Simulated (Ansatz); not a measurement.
Molecule: C$_{2}$H$_{3}$O$_{2}$, charge -1, multiplicity 1. It need not be the lowest isomer of its formula. Whether it binds its extra electron was not tested at this geometry. SMILES: [CH2-]OC=O
Geometry from a B3LYP-D3(BJ)/def2-TZVP (Ansatz, an electronic-structure program) optimisation:
```
O
C 1 1.2945
O 2 1.2264 1 129.08
H 2 1.1099 3 121.40 1 -179.26
C 1 1.5065 2 122.06 4 172.39
H 5 1.1001 1 105.12 2 34.26
H 5 1.1034 6 106.79 1 -106.05
```
Charge -1, spin multiplicity 1.

Problem. Give the harmonic wavenumbers at B3LYP-D3(BJ)/def2-TZVP (Ansatz, finite differences of forces, unscaled).

Solution. 251, 284, 407, 624, 782, 937, 1057, 1233, 1301, 1404, 1438, 1702, 2869, 2904, 2981 cm⁻¹. Zero-point energy 28.8 kcal/mol.

Problem. From these and the geometry, give the ideal-gas thermochemistry at 298.15 K and 1 atm (rigid rotor, harmonic oscillator).

Solution. Point group C1, rotational symmetry number 1. Rotational constants 22.69, 6.513, 5.124 GHz. S(trans) 38.15, S(rot) 23.57, S(vib) 5.10, S(elec, spin only) 0.00, S 66.8 cal/(mol K). H(298) - H(0) 3.36 kcal/mol; G - E(el) 12.3 kcal/mol.
